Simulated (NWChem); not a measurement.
System: P, quartet

The following NWChem deck was run.

```
start job
memory heap 200 mb stack 900 mb global 1100 mb
geometry units angstroms noautoz
  P      0.000000     0.000000     0.000000
end
basis spherical
  P library 6-31g*
end
dft
  odft
  mult 4
  xc rpbe cpbe96
  iterations 150
  mulliken
end
task dft energy
```

Parts of the log:

```
             Northwest Computational Chemistry Package (NWChem) 7.3.0
             --------------------------------------------------------

                             Geometry "geometry" -> ""
                             -------------------------

 Output coordinates in angstroms (scale by  1.889725989 to convert to a.u.)

  No.       Tag          Charge          X              Y              Z
 ---- ---------------- ---------- -------------- -------------- --------------
    1 P                   15.0000     0.00000000     0.00000000     0.00000000

 Effective nuclear repulsion energy (a.u.)       0.0000000000

  pbe96 is a nonlocal functional; adding pw91lda local functional.

                                 NWChem DFT Module
                                 -----------------

 Summary of "ao basis" -> "ao basis" (spherical)
 ------------------------------------------------------------------------------
       Tag                 Description            Shells   Functions and Types
 ---------------- ------------------------------  ------  ---------------------
 P                           6-31g*                  8       18   4s3p1d

            General Information
            -------------------
          SCF calculation type: DFT
          Wavefunction type:  spin polarized.
          No. of atoms     :     1
          No. of electrons :    15
           Alpha electrons :     9
            Beta electrons :     6
          Charge           :     0
          Spin multiplicity:     4
          Use of symmetry is: off; symmetry adaption is: off
          Maximum number of iterations: 150
          AO basis - number of functions:    18
                     number of shells:     8
          Convergence on energy requested:  1.00D-06
          Convergence on density requested:  1.00D-05
          Convergence on gradient requested:  5.00D-04

              XC Information
              --------------
                          RPBE Exchange Functional  1.000
            Perdew 1991 LDA Correlation Functional  1.000 local
           PerdewBurkeErnz. Correlation Functional  1.000 non-local

             Grid Information
             ----------------
          Grid used for XC integration:  medium
          Radial quadrature: Mura-Knowles
          Angular quadrature: Lebedev.
          Tag              B.-S. Rad. Rad. Pts. Rad. Cut. Ang. Pts.
          ---              ---------- --------- --------- ---------
          P                   1.00       88           5.0       590
          Grid pruning is: on
          Number of quadrature shells:    88
          Spatial weights used:  Erf1

      Superposition of Atomic Density Guess
      -------------------------------------

 Sum of atomic energies:        -340.63012686

      Non-variational initial energy
      ------------------------------

 Total energy =    -340.340028
 1-e energy   =    -471.334573
 2-e energy   =     130.994545
 HOMO         =      -0.164454
 LUMO         =      -0.164454

     ---------------------------------------------
      Total Density - Mulliken Population Analysis
     ---------------------------------------------

    Atom       Charge   Shell Charges
 -----------   ------   -------------------------------------------------------
    1 P   15    15.00   2.00  2.00  5.98  1.32  1.60  0.68  1.42  0.00

     --------------------------------------------
      Spin Density - Mulliken Population Analysis
     --------------------------------------------

    Atom       Charge   Shell Charges
 -----------   ------   -------------------------------------------------------
    1 P   15     3.00   0.00  0.00  0.01  0.00  1.57  0.00  1.43  0.00

   convergence    iter        energy       DeltaE   RMS-Dens  Diis-err
 ---------------- ----- ----------------- --------- --------- ---------
 d= 0,ls=0.0,diis     1   -341.1951409074 -3.41D+02  2.37D-02  2.73D-02
                                                     5.58D-03  9.11D-03
 d= 0,ls=0.0,diis     2   -341.2081442182 -1.30D-02  8.25D-03  3.57D-03
                                                     5.89D-03  1.86D-03
 d= 0,ls=0.0,diis     3   -341.2108683419 -2.72D-03  1.48D-03  2.01D-04
                                                     7.36D-04  1.14D-04
 d= 0,ls=0.0,diis     4   -341.2109921500 -1.24D-04  2.69D-05  3.69D-08
                                                     3.40D-05  2.54D-08
 d= 0,ls=0.0,diis     5   -341.2109921960 -4.60D-08  7.40D-07  5.68D-11
                                                     1.24D-06  6.64D-11

         Total DFT energy =     -341.210992196019
      One electron energy =     -471.529391842283
           Coulomb energy =      153.476023587867
    Exchange-Corr. energy =      -23.157623941603
 Nuclear repulsion energy =        0.000000000000

 Numeric. integr. density =       14.999999991587

                    DFT Final Alpha Molecular Orbital Analysis
                    ------------------------------------------

 Vector    7  Occ=1.000000D+00  E=-2.276206D-01
              MO Center=  4.4D-17, -1.1D-16,  8.8D-17, r^2= 1.8D+00
   Bfn.  Coefficient  Atom+Function         Bfn.  Coefficient  Atom+Function
  ----- ------------  ---------------      ----- ------------  ---------------
     8      0.654216  1 P  py                12      0.394270  1 P  py
     7      0.248223  1 P  px                 4     -0.241817  1 P  py
    11      0.149594  1 P  px                 3     -0.091750  1 P  px
     9     -0.029752  1 P  pz

[...]
```

Level: RPBE/6-31G* (spherical d), spin-unrestricted. No stability test was run on the SCF state.
